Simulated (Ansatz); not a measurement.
Mulliken charges of BHS (`B=S`) from ωB97M-V/def2-TZVPP in Ansatz (PBE0-D4/def2-TZVP geometry).

```tsv
atom	x (Å)	y (Å)	z (Å)	charge (e)
B1	-0.039	-0.014	0.135	-0.022
S2	0.399	0.148	-1.393	-0.102
H3	-0.361	-0.133	1.259	0.123
```

Problem. By hand: the dipole of these point charges (1 e Å = 4.8032 D).

Solution. Σ q r = (-0.084, -0.031, 0.294) e Å, of length 0.307 e Å = 1.47 D.

Problem. How does the dipole of the full density compare? (Estimate.)

Solution. Ansatz gave: (-0.081, -0.030, 0.284) e Å, 1.43 D; the point charges give 1.03 times that, at 0° from its direction.

Point charges leave out the atoms' own dipoles, such as those of lone pairs, and Mulliken's split depends on the basis, so the close match here is no proof of good charges.
